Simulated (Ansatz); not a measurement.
A nudged elastic band was laid between two geometries of CH6AlCl (9 atoms, charge 0, multiplicity 1).

The calculation used RKS PBE0/def2-SVP (Ansatz 0.2.0).

```json
{
 "movable images": "9",
 "climbing image": "yes",
 "spring": "5.0 eV/Å²",
 "optimiser": "quadratic models (default)",
 "start path": "through a guess of the saddle point",
 "force threshold": "0.05 eV/Å",
 "iteration limit": "58",
 "end points": "relaxed"
}
```

First end point:

```xyz
9
Properties=species:S:1:pos:R:3
Al 0.000 -0.013 0.262
C 0.041 0.298 2.208
H -0.892 -0.001 2.714
H 0.885 -0.207 2.708
H 0.165 1.377 2.410
H 1.369 -0.098 -0.555
H -1.360 0.227 -0.538
Cl -0.290 -2.676 0.577
H -0.422 -2.594 1.858
```

Last end point:

```xyz
9
Properties=species:S:1:pos:R:3
Al -0.080 -0.627 -0.206
C -0.022 -0.094 2.539
H -0.927 0.114 3.123
H 0.861 -0.143 3.189
H 0.125 0.727 1.820
H 1.389 -0.071 -0.373
H -1.399 0.229 -0.354
Cl -0.307 -2.739 -0.158
H -0.144 -1.085 2.065
```

(1) Which bonds break or form, and what moves?

(2) What energy profile does the band end with?

(3) What is the geometry of the highest image?

The band took 9 iterations and of the order of 3 core-minutes.

Answers

(1) Bonds broken: Al1–C2, Cl8–H9. Bonds formed: Al1–Cl8, C2–H9. CH6AlCl becomes AlClH2 + CH4.

(2) It converged. The highest image is number 4 of 0 to 10, 0.174 eV above the first end and 1.814 eV above the last; the last end lies 1.640 eV below the first. A vibrational analysis at the climbing image gives 2 clearly imaginary modes (476i, 50i cm⁻¹): a point of higher order. A lower path may pass nearby, or the ends, which weren't checked, may share the extra mode. The orbitals stay closed-shell, which can raise the energy where a bond breaks towards radicals; this wasn't checked here.

| image | path coordinate (Å) | energy (eV) | Al1–C2 (Å) | Cl8–H9 (Å) | Al1–Cl8 (Å) |
| --- | --- | --- | --- | --- | --- |
| 0 | 0.00 | 0.000 | 1.97 | 1.29 | 2.70 |
| 1 | 0.34 | 0.008 | 1.98 | 1.29 | 2.69 |
| 2 | 0.68 | 0.051 | 1.98 | 1.30 | 2.68 |
| 3 | 1.02 | 0.117 | 2.00 | 1.32 | 2.63 |
| 4 | 1.36 | 0.174 | 2.04 | 1.40 | 2.51 |
| 5 | 1.66 | -0.030 | 2.12 | 1.62 | 2.39 |
| 6 | 1.95 | -0.719 | 2.24 | 1.87 | 2.28 |
| 7 | 2.25 | -1.272 | 2.42 | 2.10 | 2.19 |
| 8 | 2.55 | -1.524 | 2.58 | 2.33 | 2.15 |
| 9 | 2.84 | -1.621 | 2.70 | 2.56 | 2.13 |
| 10 | 3.14 | -1.640 | 2.80 | 2.78 | 2.12 |

(3) 
```xyz
9
Properties=species:S:1:pos:R:3
Al -0.043 -0.199 0.203
C -0.024 0.001 2.230
H -0.985 -0.070 2.764
H 0.769 -0.436 2.860
H 0.221 1.083 2.200
H 1.381 -0.058 -0.479
H -1.415 0.221 -0.470
Cl -0.263 -2.644 0.710
H -0.142 -1.586 1.626
```

The run took 3.3 min on 1 thread of Arm Neoverse V2, on a shared host, peak memory 0.16 GiB.
